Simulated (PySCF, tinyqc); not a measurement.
RKS/LDA (PW92) in the sto-6g basis, for CH2, spin multiplicity 1, step by step (part 1 of 2). The lowest restricted solution is unstable here: a spin-polarised one lies 0.0040 hartree lower (PySCF). Computed by tinyqc, a small Python program that keeps every step (integrals from PySCF). Settings: charge = 0, multiplicity = 1, basis = sto-6g, energy threshold = 1e-10, iteration cap = 71, orthogonalisation = canonical, start = core, DIIS depth = 8, method = RKS, functional = lda,pw, grid = [30, 26]. Command: `OMP_NUM_THREADS=1 python tinyqc.py 28473 28474 out.jsonl` (the two numbers bound the seeds that draw the settings). One thread of a shared host (Intel(R) Xeon(R) Processor @ 2.60GHz), about 0.9 s of CPU time with the checks. Later iterations appear only in the table of the cycle.

## One-electron integrals

Geometry (angstrom):
```
atom       x        y       z
C     0.0000   0.0000  0.0000
H     0.0000   1.2430  0.9130
H     0.0000  -1.2270  0.9010
```

Basis sto-6g: exponents (1/bohr^2) and contraction coefficients of normalised primitives:
```
element  l (shell)  exponent  coefficient
C            s (1)  742.7370       0.0092
C            s (1)  136.1800       0.0494
C            s (1)   38.0983       0.1685
C            s (1)   13.0878       0.3706
C            s (1)    5.0824       0.4165
C            s (1)    2.0932       0.1303
C            s (2)   30.4972      -0.0133
C            s (2)    6.0362      -0.0470
C            s (2)    1.8760      -0.0338
C            s (2)    0.7218       0.2502
C            s (2)    0.3135       0.5951
C            s (2)    0.1437       0.2407
C            p (3)   30.4972       0.0038
C            p (3)    6.0362       0.0377
C            p (3)    1.8760       0.1739
C            p (3)    0.7218       0.4180
C            p (3)    0.3135       0.4259
C            p (3)    0.1437       0.1017
H            s (1)   35.5232       0.0092
H            s (1)    6.5131       0.0494
H            s (1)    1.8221       0.1685
H            s (1)    0.6260       0.3706
H            s (1)    0.2431       0.4165
H            s (1)    0.1001       0.1303
```

Overlap, kinetic and nuclear-attraction integrals over the contracted functions; the nuclear repulsion is the sum of Za Zb / Rab.

nuclear repulsion = 4.358657 hartree

overlap S, order 1C 1s, 1C 2s, 1C 2px, 1C 2py, 1C 2pz, 2H 1s, 3H 1s:
```
[[1.0000, 0.2432, 0.0000, 0.0000, 0.0000, 0.0229, 0.0240],
 [0.2432, 1.0000, 0.0000, 0.0000, 0.0000, 0.2699, 0.2779],
 [0.0000, 0.0000, 1.0000, 0.0000, 0.0000, 0.0000, 0.0000],
 [0.0000, 0.0000, 0.0000, 1.0000, 0.0000, 0.2391, -0.2450],
 [0.0000, 0.0000, 0.0000, 0.0000, 1.0000, 0.1756, 0.1799],
 [0.0229, 0.2699, 0.0000, 0.2391, 0.1756, 1.0000, 0.0550],
 [0.0240, 0.2779, 0.0000, -0.2450, 0.1799, 0.0550, 1.0000]]
```

kinetic energy T (hartree), order 1C 1s, 1C 2s, 1C 2px, 1C 2py, 1C 2pz, 2H 1s, 3H 1s:
```
[[16.0686, -0.4928, 0.0000, 0.0000, 0.0000, -0.0072, -0.0075],
 [-0.4928, 0.4924, 0.0000, 0.0000, 0.0000, 0.0111, 0.0134],
 [0.0000, 0.0000, 1.4792, 0.0000, 0.0000, 0.0000, 0.0000],
 [0.0000, 0.0000, 0.0000, 1.4792, 0.0000, 0.0585, -0.0627],
 [0.0000, 0.0000, 0.0000, 0.0000, 1.4792, 0.0430, 0.0461],
 [-0.0072, 0.0111, 0.0000, 0.0585, 0.0430, 0.7685, -0.0103],
 [-0.0075, 0.0134, 0.0000, -0.0627, 0.0461, -0.0103, 0.7685]]
```

nuclear attraction V (hartree), order 1C 1s, 1C 2s, 1C 2px, 1C 2py, 1C 2pz, 2H 1s, 3H 1s:
```
[[-34.6987, -3.7864, 0.0000, 0.0002, -0.0107, -0.3990, -0.4180],
 [-3.7864, -5.8485, 0.0000, 0.0019, -0.1160, -1.1914, -1.2339],
 [0.0000, 0.0000, -5.8091, 0.0000, 0.0000, 0.0000, 0.0000],
 [0.0002, 0.0019, 0.0000, -5.8854, 0.0010, -0.9658, 0.9966],
 [-0.0107, -0.1160, 0.0000, 0.0010, -5.8503, -0.7261, -0.7488],
 [-0.3990, -1.1914, 0.0000, -0.9658, -0.7261, -3.5056, -0.2045],
 [-0.4180, -1.2339, 0.0000, 0.9966, -0.7488, -0.2045, -3.5319]]
```

core Hamiltonian H = T + V (hartree), order 1C 1s, 1C 2s, 1C 2px, 1C 2py, 1C 2pz, 2H 1s, 3H 1s:
```
[[-18.6301, -4.2792, 0.0000, 0.0002, -0.0107, -0.4063, -0.4254],
 [-4.2792, -5.3561, 0.0000, 0.0019, -0.1160, -1.1804, -1.2206],
 [0.0000, 0.0000, -4.3299, 0.0000, 0.0000, 0.0000, 0.0000],
 [0.0002, 0.0019, 0.0000, -4.4062, 0.0010, -0.9073, 0.9339],
 [-0.0107, -0.1160, 0.0000, 0.0010, -4.3710, -0.6831, -0.7027],
 [-0.4063, -1.1804, 0.0000, -0.9073, -0.6831, -2.7371, -0.2148],
 [-0.4254, -1.2206, 0.0000, 0.9339, -0.7027, -0.2148, -2.7634]]
```

## Two-electron integrals

Functions are numbered as in S; the eight-fold symmetry (ij|kl) = (ji|kl) = (kl|ij) leaves the list below.

Two-electron integrals (ij|kl) in chemists' order, unique and non-zero (hartree):
```
(11|11) 3.5437      (21|11) 0.5295      (21|21) 0.1003      (22|11) 0.8536
(22|21) 0.1999      (22|22) 0.6248      (31|31) 0.0213      (32|31) 0.0319
(32|32) 0.1381      (33|11) 0.8536      (33|21) 0.1999      (33|22) 0.6248
(33|33) 0.6732      (41|41) 0.0213      (42|41) 0.0319      (42|42) 0.1381
(43|43) 0.0363      (44|11) 0.8536      (44|21) 0.1999      (44|22) 0.6248
(44|33) 0.6007      (44|44) 0.6732      (51|51) 0.0213      (52|51) 0.0319
(52|52) 0.1381      (53|53) 0.0363      (54|54) 0.0363      (55|11) 0.8536
(55|21) 0.1999      (55|22) 0.6248      (55|33) 0.6007      (55|44) 0.6007
(55|55) 0.6732      (61|11) 0.0522      (61|21) 0.0095      (61|22) 0.0188
(61|33) 0.0187      (61|41) 0.0005      (61|42) 0.0010      (61|44) 0.0188
(61|51) 3.71e-04    (61|52) 0.0007      (61|54) 9.78e-05    (61|55) 0.0188
(61|61) 0.0009      (62|11) 0.1560      (62|21) 0.0373      (62|22) 0.1323
(62|33) 0.1290      (62|41) 0.0030      (62|42) 0.0220      (62|44) 0.1355
(62|51) 0.0022      (62|52) 0.0162      (62|54) 0.0048      (62|55) 0.1325
(62|61) 0.0037      (62|62) 0.0413      (63|31) 0.0035      (63|32) 0.0193
(63|43) 0.0041      (63|53) 0.0030      (63|63) 0.0043      (64|11) 0.1197
(64|21) 0.0289      (64|22) 0.1084      (64|33) 0.1033      (64|41) 0.0055
(64|42) 0.0354      (64|44) 0.1161      (64|51) 0.0014      (64|52) 0.0118
(64|54) 0.0064      (64|55) 0.1058      (64|61) 0.0030      (64|62) 0.0399
(64|64) 0.0421      (65|11) 0.0879      (65|21) 0.0212      (65|22) 0.0796
(65|33) 0.0759      (65|41) 0.0014      (65|42) 0.0118      (65|44) 0.0793
(65|51) 0.0046      (65|52) 0.0279      (65|54) 0.0066      (65|55) 0.0837
(65|61) 0.0022      (65|62) 0.0293      (65|64) 0.0278      (65|65) 0.0247
(66|11) 0.3419      (66|21) 0.0831      (66|22) 0.3358      (66|33) 0.3207
(66|41) 0.0070      (66|42) 0.0707      (66|44) 0.3502      (66|51) 0.0051
(66|52) 0.0519      (66|54) 0.0217      (66|55) 0.3366      (66|61) 0.0083
(66|62) 0.1453      (66|64) 0.1535      (66|65) 0.1128      (66|66) 0.7750
(71|11) 0.0547      (71|21) 0.0100      (71|22) 0.0197      (71|33) 0.0196
(71|41) -0.0005     (71|42) -0.0010     (71|44) 0.0197      (71|51) 3.88e-04
(71|52) 0.0008      (71|54) -1.03e-04   (71|55) 0.0197      (71|61) 0.0009
(71|62) 0.0036      (71|64) 0.0027      (71|65) 0.0021      (71|66) 0.0081
(71|71) 0.0010      (72|11) 0.1616      (72|21) 0.0386      (72|22) 0.1369
(72|33) 0.1334      (72|41) -0.0031     (72|42) -0.0228     (72|44) 0.1402
(72|51) 0.0023      (72|52) 0.0167      (72|54) -0.0050     (72|55) 0.1370
(72|61) 0.0036      (72|62) 0.0286      (72|64) 0.0205      (72|65) 0.0198
(72|66) 0.0760      (72|71) 0.0040      (72|72) 0.0439      (73|31) 0.0037
(73|32) 0.0200      (73|43) -0.0042     (73|53) 0.0031      (73|63) 0.0028
(73|73) 0.0046      (74|11) -0.1235     (74|21) -0.0298     (74|22) -0.1117
(74|33) -0.1064     (74|41) 0.0057      (74|42) 0.0366      (74|44) -0.1196
(74|51) -0.0015     (74|52) -0.0122     (74|54) 0.0066      (74|55) -0.1090
(74|61) -0.0027     (74|62) -0.0204     (74|64) -0.0126     (74|65) -0.0140
(74|66) -0.0530     (74|71) -0.0032     (74|72) -0.0423     (74|74) 0.0446
(75|11) 0.0907      (75|21) 0.0219      (75|22) 0.0820      (75|33) 0.0781
(75|41) -0.0015     (75|42) -0.0122     (75|44) 0.0817      (75|51) 0.0048
(75|52) 0.0290      (75|54) -0.0068     (75|55) 0.0862      (75|61) 0.0021
(75|62) 0.0198      (75|64) 0.0140      (75|65) 0.0162      (75|66) 0.0549
(75|71) 0.0023      (75|72) 0.0310      (75|74) -0.0293     (75|75) 0.0262
(76|11) 0.0254      (76|21) 0.0061      (76|22) 0.0231      (76|33) 0.0224
(76|41) 1.80e-06    (76|42) 1.94e-05    (76|44) 0.0229      (76|51) 0.0006
(76|52) 0.0046      (76|54) 5.44e-06    (76|55) 0.0239      (76|61) 0.0006
(76|62) 0.0066      (76|64) 0.0056      (76|65) 0.0051      (76|66) 0.0227
(76|71) 0.0006      (76|72) 0.0068      (76|74) -0.0057     (76|75) 0.0053
(76|76) 0.0014      (77|11) 0.3463      (77|21) 0.0841      (77|22) 0.3397
(77|33) 0.3242      (77|41) -0.0071     (77|42) -0.0721     (77|44) 0.3544
(77|51) 0.0052      (77|52) 0.0529      (77|54) -0.0222     (77|55) 0.3405
(77|61) 0.0078      (77|62) 0.0743      (77|64) 0.0521      (77|65) 0.0538
(77|66) 0.2141      (77|71) 0.0088      (77|72) 0.1505      (77|74) -0.1585
(77|75) 0.1164      (77|76) 0.0227      (77|77) 0.7750
```

## Orthogonalisation

S = U s U^T; canonical form X = U s^(-1/2), so that X^T S X = 1. Each column of U has its largest component positive (the first on a tie).

eigenvalues of S: [0.5260, 0.6293, 0.8715, 1.0000, 1.1129, 1.3158, 1.5445]

X, order 1C 1s, 1C 2s, 1C 2px, 1C 2py, 1C 2pz, 2H 1s, 3H 1s:
```
[[-0.4027, -0.0251, 0.7060, 0.0000, -0.5858, 0.0090, 0.2516],
 [0.9007, 0.0402, -0.3272, 0.0000, -0.3097, 0.0119, 0.4908],
 [0.0000, 0.0000, 0.0000, 1.0000, 0.0000, 0.0000, 0.0000],
 [-0.0442, 0.8540, 0.0032, 0.0000, 0.0009, 0.6405, -0.0125],
 [0.4504, 0.0170, 0.6554, 0.0000, 0.6183, 0.0043, 0.2456],
 [-0.5642, -0.6798, -0.2406, 0.0000, 0.1990, 0.4268, 0.3665],
 [-0.6360, 0.6286, -0.2331, 0.0000, 0.1937, -0.4090, 0.3854]]
```

## Starting guess

The start is the orbitals of the core Hamiltonian; D = 2 C_occ C_occ^T.

D at the start, order 1C 1s, 1C 2s, 1C 2px, 1C 2py, 1C 2pz, 2H 1s, 3H 1s:
```
[[2.1330, -0.5559, 0.0000, 0.0009, -0.0254, 0.0513, 0.0527],
 [-0.5559, 2.3169, 0.0000, -0.0048, 0.1293, -0.1984, -0.2040],
 [0.0000, 0.0000, 0.0000, 0.0000, 0.0000, 0.0000, 0.0000],
 [0.0009, -0.0048, 0.0000, 2.1582, -0.0030, -0.1968, 0.2019],
 [-0.0254, 0.1293, 0.0000, -0.0030, 2.0864, -0.1482, -0.1519],
 [0.0513, -0.1984, 0.0000, -0.1968, -0.1482, 0.0441, 0.0083],
 [0.0527, -0.2040, 0.0000, 0.2019, -0.1519, 0.0083, 0.0462]]
```

## Iteration 1: exchange-correlation on the grid

Becke grid with 30 radial and 26 angular points per atom, points of zero weight dropped. rho = sum D_ij phi_i phi_j; V_xc,ij = sum w v_xc phi_i phi_j; v_xc is d(rho eps)/d rho.

The 12 grid points with the largest w rho, of 2334 (bohr, atomic units):
```
x             y        z       w     rho   eps_xc     v_xc
0.0000   0.0000   1.2181  0.2159  0.3083  -0.5607  -0.7348
0.0000   0.0000   1.4807  0.3612  0.1822  -0.4764  -0.6235
0.0000   0.0000  -1.4807  0.3689  0.1744  -0.4700  -0.6151
0.0000   1.2181   0.0000  0.2125  0.3016  -0.5569  -0.7297
0.0000  -1.2181   0.0000  0.2121  0.3019  -0.5570  -0.7299
0.0000   0.0000  -1.2181  0.2172  0.2906  -0.5505  -0.7213
0.0000   1.4807   0.0000  0.3405  0.1773  -0.4724  -0.6183
0.0000  -1.4807   0.0000  0.3381  0.1772  -0.4724  -0.6182
0.0000   0.0000   0.9902  0.1239  0.4478  -0.6298  -0.8260
0.0000   0.0000  -1.7817  0.6106  0.0900  -0.3835  -0.5010
0.0000  -0.9902   0.0000  0.1235  0.4399  -0.6263  -0.8214
0.0000   0.9902   0.0000  0.1235  0.4392  -0.6259  -0.8210
```

electrons on the grid, sum of w rho = 8.0088

E_xc = sum of w rho eps_xc = -6.220377 hartree

V_xc (hartree), order 1C 1s, 1C 2s, 1C 2px, 1C 2py, 1C 2pz, 2H 1s, 3H 1s:
```
[[-2.1934, -0.2991, 0.0000, 0.0000, -0.0006, -0.0304, -0.0318],
 [-0.2991, -0.5944, 0.0000, 0.0000, -0.0010, -0.1062, -0.1101],
 [0.0000, 0.0000, -0.5442, 0.0000, 0.0000, 0.0000, 0.0000],
 [0.0000, 0.0000, 0.0000, -0.6184, 0.0000, -0.0808, 0.0835],
 [-0.0006, -0.0010, 0.0000, 0.0000, -0.6206, -0.0592, -0.0611],
 [-0.0304, -0.1062, 0.0000, -0.0808, -0.0592, -0.1552, -0.0161],
 [-0.0318, -0.1101, 0.0000, 0.0835, -0.0611, -0.0161, -0.1585]]
```

## Iteration 1: building the Kohn-Sham matrix

J_ij = sum D_kl (ij|kl); F = H + J + V_xc; E = tr D H + tr D J / 2 + E_xc + E_nn.

Coulomb J (hartree), order 1C 1s, 1C 2s, 1C 2px, 1C 2py, 1C 2pz, 2H 1s, 3H 1s:
```
[[12.3352, 2.2724, 0.0000, 0.0000, 0.0019, 0.2187, 0.2290],
 [2.2724, 5.4886, 0.0000, 0.0001, -0.0008, 1.1147, 1.1534],
 [0.0000, 0.0000, 5.3937, 0.0000, 0.0000, 0.0000, 0.0000],
 [0.0000, 0.0001, 0.0000, 5.5352, 0.0001, 0.8997, -0.9271],
 [0.0019, -0.0008, 0.0000, 0.0001, 5.5369, 0.6605, 0.6804],
 [0.2187, 1.1147, 0.0000, 0.8997, 0.6605, 2.7111, 0.1904],
 [0.2290, 1.1534, 0.0000, -0.9271, 0.6804, 0.1904, 2.7425]]
```

Kohn-Sham matrix F (hartree), order 1C 1s, 1C 2s, 1C 2px, 1C 2py, 1C 2pz, 2H 1s, 3H 1s:
```
[[-8.4883, -2.3059, 0.0000, 0.0002, -0.0094, -0.2180, -0.2282],
 [-2.3059, -0.4619, 0.0000, 0.0020, -0.1178, -0.1719, -0.1773],
 [0.0000, 0.0000, 0.5196, 0.0000, 0.0000, 0.0000, 0.0000],
 [0.0002, 0.0020, 0.0000, 0.5107, 0.0010, -0.0883, 0.0903],
 [-0.0094, -0.1178, 0.0000, 0.0010, 0.5453, -0.0818, -0.0835],
 [-0.2180, -0.1719, 0.0000, -0.0883, -0.0818, -0.1812, -0.0406],
 [-0.2282, -0.1773, 0.0000, 0.0903, -0.0835, -0.0406, -0.1794]]
```

total energy of this density = -37.006480 hartree

## Iteration 1: diagonalisation and new density

Diagonalise F' = X^T F X, C = X C', fill 4 alpha and 4 beta electrons from the bottom; D = 2 C_occ C_occ^T. Each column has its largest component positive (the first on a tie).

F' = X^T F X (hartree):
```
[[0.0333, -0.0348, 1.0603, 0.0000, -0.9870, 0.0063, 0.8133],
 [-0.0348, 0.4510, 0.0789, 0.0000, -0.0791, 0.3687, 0.0513],
 [1.0603, 0.0789, -2.8177, 0.0000, 3.6911, -0.0595, -1.9871],
 [0.0000, 0.0000, 0.0000, 0.5196, 0.0000, 0.0000, 0.0000],
 [-0.9870, -0.0791, 3.6911, 0.0000, -3.4457, 0.0665, 2.2244],
 [0.0063, 0.3687, -0.0595, 0.0000, 0.0665, 0.0638, -0.0444],
 [0.8133, 0.0513, -1.9871, 0.0000, 2.2244, -0.0444, -1.5213]]
```

orbital energies (hartree): [-8.4959, -0.2226, -0.1563, 0.3307, 0.5196, 0.6324, 0.6751]

coefficients C, order 1C 1s, 1C 2s, 1C 2px, 1C 2py, 1C 2pz, 2H 1s, 3H 1s:
```
[[0.9919, -0.0882, -0.0027, -0.2762, 0.0000, -0.0006, 0.0021],
 [0.0328, 0.2061, 0.0064, 1.1005, 0.0000, 0.0452, -0.0132],
 [0.0000, 0.0000, 0.0000, 0.0000, 1.0000, 0.0000, 0.0000],
 [-0.0001, -0.0005, -0.1075, 0.0063, 0.0000, 0.0544, 1.0616],
 [0.0033, 0.0985, 0.0027, 0.0484, 0.0000, 1.0297, -0.0556],
 [-0.0058, 0.6136, -0.6929, -0.4071, 0.0000, -0.2577, -0.3249],
 [-0.0060, 0.5981, 0.6993, -0.4174, 0.0000, -0.2294, 0.3656]]
```

D after iteration 1, order 1C 1s, 1C 2s, 1C 2px, 1C 2py, 1C 2pz, 2H 1s, 3H 1s:
```
[[2.1358, -0.5794, 0.0000, -0.0030, -0.0375, 0.1089, 0.1094],
 [-0.5794, 2.5093, 0.0000, 0.0124, 0.1474, -0.6522, -0.6637],
 [0.0000, 0.0000, 0.0000, 0.0000, 0.0000, 0.0000, 0.0000],
 [-0.0030, 0.0124, 0.0000, 0.0232, -0.0001, 0.1432, -0.1562],
 [-0.0375, 0.1474, 0.0000, -0.0001, 0.0241, 0.0777, 0.0812],
 [0.1089, -0.6522, 0.0000, 0.1432, 0.0777, 2.0449, 0.1048],
 [0.1094, -0.6637, 0.0000, -0.1562, 0.0812, 0.1048, 2.0420]]
```

## Iteration 2: exchange-correlation on the grid

As before.

The 12 grid points with the largest w rho, of 2334 (bohr, atomic units):
```
x              y        z       w      rho   eps_xc     v_xc
0.0000    0.0000   1.4807  0.3612   0.0610  -0.3404  -0.4444
0.0000    0.0000   1.2181  0.2159   0.1004  -0.3965  -0.5183
0.0000    0.0000  -0.2713  0.0038   5.4439  -1.3849  -1.8268
0.0000    0.0000  -0.1938  0.0015  13.3937  -1.8477  -2.4415
0.0000   -0.2713   0.0000  0.0038   5.4289  -1.3837  -1.8252
0.0000    0.2713   0.0000  0.0038   5.4248  -1.3834  -1.8248
-0.2713   0.0000   0.0000  0.0038   5.4219  -1.3831  -1.8245
0.2713    0.0000   0.0000  0.0038   5.4219  -1.3831  -1.8245
0.0000   -0.1938   0.0000  0.0015  13.3601  -1.8462  -2.4395
-0.1938   0.0000   0.0000  0.0015  13.3530  -1.8459  -2.4391
0.1938    0.0000   0.0000  0.0015  13.3530  -1.8459  -2.4391
0.0000    0.1938   0.0000  0.0015  13.3526  -1.8459  -2.4390
```

electrons on the grid, sum of w rho = 7.9982

E_xc = sum of w rho eps_xc = -5.611852 hartree

V_xc (hartree), order 1C 1s, 1C 2s, 1C 2px, 1C 2py, 1C 2pz, 2H 1s, 3H 1s:
```
[[-2.1574, -0.2697, 0.0000, -0.0002, -0.0021, -0.0277, -0.0290],
 [-0.2697, -0.4684, 0.0000, -0.0006, -0.0272, -0.1172, -0.1212],
 [0.0000, 0.0000, -0.4572, 0.0000, 0.0000, 0.0000, 0.0000],
 [-0.0002, -0.0006, 0.0000, -0.4794, 0.0005, -0.1059, 0.1090],
 [-0.0021, -0.0272, 0.0000, 0.0005, -0.4685, -0.0805, -0.0830],
 [-0.0277, -0.1172, 0.0000, -0.1059, -0.0805, -0.5109, -0.0209],
 [-0.0290, -0.1212, 0.0000, 0.1090, -0.0830, -0.0209, -0.5111]]
```

## Iteration 2: building the Kohn-Sham matrix

As before.

Coulomb J (hartree), order 1C 1s, 1C 2s, 1C 2px, 1C 2py, 1C 2pz, 2H 1s, 3H 1s:
```
[[10.2556, 1.7976, 0.0000, 0.0003, 0.0256, 0.1748, 0.1830],
 [1.7976, 4.3201, 0.0000, 0.0007, 0.2268, 1.0191, 1.0522],
 [0.0000, 0.0000, 4.2608, 0.0000, 0.0000, 0.0000, 0.0000],
 [0.0003, 0.0007, 0.0000, 4.3761, -0.0010, 0.8696, -0.8938],
 [0.0256, 0.2268, 0.0000, -0.0010, 4.3233, 0.6718, 0.6909],
 [0.1748, 1.0191, 0.0000, 0.8696, 0.6718, 3.3365, 0.1881],
 [0.1830, 1.0522, 0.0000, -0.8938, 0.6909, 0.1881, 3.3482]]
```

Kohn-Sham matrix F (hartree), order 1C 1s, 1C 2s, 1C 2px, 1C 2py, 1C 2pz, 2H 1s, 3H 1s:
```
[[-10.5319, -2.7513, 0.0000, 0.0004, 0.0128, -0.2593, -0.2715],
 [-2.7513, -1.5044, 0.0000, 0.0020, 0.0836, -0.2785, -0.2895],
 [0.0000, 0.0000, -0.5262, 0.0000, 0.0000, 0.0000, 0.0000],
 [0.0004, 0.0020, 0.0000, -0.5095, 0.0005, -0.1436, 0.1491],
 [0.0128, 0.0836, 0.0000, 0.0005, -0.5162, -0.0918, -0.0949],
 [-0.2593, -0.2785, 0.0000, -0.1436, -0.0918, 0.0885, -0.0476],
 [-0.2715, -0.2895, 0.0000, 0.1491, -0.0949, -0.0476, 0.0737]]
```

total energy of this density = -37.480294 hartree

## Iteration 2: DIIS over 2 matrices

error matrix X^T (FDS - SDF) X:
```
[[0.0000, 0.0032, -0.3241, 0.0000, -0.4083, 0.0367, -0.1207],
 [-0.0032, 0.0000, -0.0181, 0.0000, -0.0183, -0.6505, 0.0159],
 [0.3241, 0.0181, 0.0000, 0.0000, -0.2037, -0.0010, -0.0827],
 [0.0000, 0.0000, 0.0000, 0.0000, 0.0000, 0.0000, 0.0000],
 [0.4083, 0.0183, 0.2037, 0.0000, 0.0000, -0.0001, -0.0291],
 [-0.0367, 0.6505, 0.0010, 0.0000, 0.0001, 0.0000, 0.0046],
 [0.1207, -0.0159, 0.0827, 0.0000, 0.0291, -0.0046, 0.0000]]
```

B (overlaps of the stored error matrices):
```
[[1.1719092e+00, -9.6326514e-01],
 [-9.6326514e-01, 1.5219208e+00]]
```

Minimise |sum c_i e_i|^2 with sum c_i = 1: solve [B -1; -1 0][c; lambda] = [0; -1] with B_ij = tr e_i^T e_j, and take F = sum c_i F_i.

DIIS coefficients: [0.5379, 0.4621]

extrapolated F (hartree), order 1C 1s, 1C 2s, 1C 2px, 1C 2py, 1C 2pz, 2H 1s, 3H 1s:
```
[[-9.4327, -2.5117, 0.0000, 0.0003, 0.0009, -0.2371, -0.2482],
 [-2.5117, -0.9436, 0.0000, 0.0020, -0.0247, -0.2212, -0.2292],
 [0.0000, 0.0000, 0.0363, 0.0000, 0.0000, 0.0000, 0.0000],
 [0.0003, 0.0020, 0.0000, 0.0392, 0.0008, -0.1139, 0.1175],
 [0.0009, -0.0247, 0.0000, 0.0008, 0.0547, -0.0864, -0.0888],
 [-0.2371, -0.2212, 0.0000, -0.1139, -0.0864, -0.0566, -0.0438],
 [-0.2482, -0.2292, 0.0000, 0.1175, -0.0888, -0.0438, -0.0624]]
```

## Iteration 2: diagonalisation and new density

As before.

F' = X^T F X (hartree):
```
[[-0.2092, -0.0376, 1.2626, 0.0000, -1.1677, 0.0179, 0.6311],
 [-0.0376, 0.2717, 0.0933, 0.0000, -0.0915, 0.0460, 0.0500],
 [1.2626, 0.0933, -3.4724, 0.0000, 3.7799, -0.0678, -2.1915],
 [0.0000, 0.0000, 0.0000, 0.0363, 0.0000, 0.0000, 0.0000],
 [-1.1677, -0.0915, 3.7799, 0.0000, -4.0934, 0.0753, 2.4822],
 [0.0179, 0.0460, -0.0678, 0.0000, 0.0753, -0.1146, -0.0456],
 [0.6311, 0.0500, -2.1915, 0.0000, 2.4822, -0.0456, -1.7674]]
```

orbital energies (hartree): [-9.4385, -0.3363, -0.1183, -0.0214, 0.0363, 0.2493, 0.2799]

coefficients C, order 1C 1s, 1C 2s, 1C 2px, 1C 2py, 1C 2pz, 2H 1s, 3H 1s:
```
[[0.9931, -0.2350, -0.0044, 0.1226, 0.0000, -0.1057, 0.0126],
 [0.0279, 0.8351, 0.0185, -0.5346, 0.0000, 0.5182, -0.0641],
 [0.0000, 0.0000, 0.0000, 0.0000, 1.0000, 0.0000, 0.0000],
 [-0.0001, -0.0066, 0.5403, 0.0045, 0.0000, 0.0992, 0.9164],
 [0.0016, 0.0863, -0.0044, 0.6737, 0.0000, 0.7787, -0.0877],
 [-0.0047, 0.2258, 0.4896, 0.3905, 0.0000, -0.6872, -0.5282],
 [-0.0049, 0.2385, -0.4885, 0.3807, 0.0000, -0.5601, 0.6732]]
```

D after iteration 2, order 1C 1s, 1C 2s, 1C 2px, 1C 2py, 1C 2pz, 2H 1s, 3H 1s:
```
[[2.1132, -0.4684, 0.0000, -0.0007, 0.1278, -0.0241, -0.0241],
 [-0.4684, 1.9685, 0.0000, 0.0042, -0.5763, -0.0224, -0.0272],
 [0.0000, 0.0000, 0.0000, 0.0000, 0.0000, 0.0000, 0.0000],
 [-0.0007, 0.0042, 0.0000, 0.5840, 0.0002, 0.5296, -0.5276],
 [0.1278, -0.5763, 0.0000, 0.0002, 0.9228, 0.5607, 0.5585],
 [-0.0241, -0.0224, 0.0000, 0.5296, 0.5607, 0.8864, -0.0733],
 [-0.0241, -0.0272, 0.0000, -0.5276, 0.5585, -0.0733, 0.8808]]
```
